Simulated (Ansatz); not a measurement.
**Relaxing RbZn2**

Level of theory: DFT PBE, scalar-relativistic, plane waves, PAW in Ansatz. Cutoff 420 eV, Γ-centred k mesh, Gaussian smearing, no spin polarisation in the final step.

The start puts RbZn2 on the Cu2Sb structure type (P4/nmm, No. 129), with Rb in place of Sb, Zn in place of Cu, at a guessed volume.

```yaml
crystal:
  lattice:
    - [4.37772, 0.00000, 0.00000]
    - [0.00000, 4.37772, 0.00000]
    - [0.00000, 0.00000, 6.67954]
  atoms:
    - { symbol: Rb, position: [0.00000, 0.50000, 0.70000] }
    - { symbol: Rb, position: [0.50000, 0.00000, 0.30000] }
    - { symbol: Zn, position: [0.00000, 0.00000, 0.00000] }
    - { symbol: Zn, position: [0.50000, 0.50000, 0.00000] }
    - { symbol: Zn, position: [0.00000, 0.50000, 0.27000] }
    - { symbol: Zn, position: [0.50000, 0.00000, 0.73000] }
```

Cell and atoms relax at zero pressure; the relaxation can't lower the symmetry of the start. After a coarse first stage the cell is made exact in the group found at 0.06 Å.

Formation energies are uncorrected and refer to the elements' standard structures at the same level.

(1) Describe the relaxed structure.

(2) What are its volume, energy, density and gap?

Results:

(1) It keeps P4/nmm (No. 129), but not the shape of the type it started on. Conventional cell: a = 4.705 Å, c = 8.961 Å. Rb is coordinated by 9 Zn at 3.67–3.95 Å; Zn on Wyckoff site a (2 atoms of the primitive cell) has 4 Zn at 2.61 Å; Zn on Wyckoff site c (2 atoms of the primitive cell) has 4 Zn at 2.61 Å.

```cif
data_structure
_symmetry_space_group_name_H-M 'P4/nmm:1'
_symmetry_Int_Tables_number 129
_cell_length_a 4.7048
_cell_length_b 4.7048
_cell_length_c 8.9605
_cell_angle_alpha 90.000
_cell_angle_beta 90.000
_cell_angle_gamma 90.000
_cell_volume 198.34
loop_
_atom_site_label
_atom_site_type_symbol
_atom_site_symmetry_multiplicity
_atom_site_Wyckoff_symbol
_atom_site_fract_x
_atom_site_fract_y
_atom_site_fract_z
_atom_site_occupancy
Rb1 Rb 2 c 0.00000 0.50000 0.68581 1
Zn1 Zn 2 a 0.00000 0.00000 0.00000 1
Zn2 Zn 2 c 0.00000 0.50000 0.12632 1
```

(2) The volume per atom is 33.06 Å³. The density is 3.62 g/cm³, the energy over the elements is 0.06 eV/atom and the gap on the 8×8×6 mesh is 0 eV (a metal).

The final run used a 8×8×6 mesh on its 6-atom cell and 0.10 eV smearing. For metals, differences of a few meV/atom aren't resolved. A structure relaxed within its symmetry needn't be a true minimum.

Cost: 3 runs of about 4.3 core-minutes in all, on Intel Xeon 6975P-C (Granite Rapids) (shared hosts).